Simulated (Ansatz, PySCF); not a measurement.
System: S₂, charge 0, triplet. S2 (SMILES S=S, triplet).
B3LYP-D3(BJ)/def2-TZVP minimum from Ansatz (a first-principles code):
```xyz
2

S      0.0000     0.0000    -0.9518
S      0.0000     0.0000     0.9518
```
Charge 0, spin multiplicity 3.

Total energies in hartree (Ansatz). UHF or UKS for unpaired electrons; spin-orbit terms are left out. Cores are frozen in correlated methods. No relativity. The UHF reference of S2 (S=S, triplet) is spin-contaminated (<S^2> up to 0.06 over the pure value in the sets run).

```tsv
species	HF/cc-pV(T+d)Z	CCSD(T)/cc-pV(T+d)Z	HF/cc-pV(Q+d)Z	CCSD(T)/cc-pV(Q+d)Z	CCSDT(Q)/cc-pV(Q+d)Z
1: S2 (SMILES S=S, triplet)	-795.09997	-795.46056	-795.10732	-795.49472	-795.49757
2: S (triplet)	-397.50938	-397.65444	-397.51264	-397.66785	-397.66887
```

Problem. Work out the enthalpy of formation at 298 K (by atomisation, with ideal-gas terms from PySCF's Hessian at B3LYP-D3(BJ)/def2-TZVP and the atoms' measured values of the G2/97 table; no spin-orbit terms) in kcal/mol: take Hartree-Fock from cc-pV(Q+d)Z, extrapolate the CCSD(T) correlation energy as X^-3 (X = 3, 4), and add CCSDT(Q) - CCSD(T) in cc-pV(Q+d)Z. The further terms named in the bracket sum to +0.21096 hartree. 1 hartree = 627.51 kcal/mol.

Solution. 
Species 1: correlation (64·(-0.38740) - 27·(-0.36059))/37 = -0.40696; step -0.00285; E1 = -795.10732 + (-0.40696) + (-0.00285) = -795.51713
Species 2: correlation (64·(-0.15521) - 27·(-0.14506))/37 = -0.16262; step -0.00102; E2 = -397.51264 + (-0.16262) + (-0.00102) = -397.67628
+1·E1 -2·E2 +0.21096 = 0.04639 hartree = 29.1 kcal/mol. Measured: 30.7 kcal/mol, 128.4 kJ/mol (G2/97 table in ASE (Curtiss et al.)); atomic spin-orbit terms, which the calculations lack, would raise the computed values. The composite differs from it by -1.6 kcal/mol; core, relativistic and spin-orbit terms are not in it.
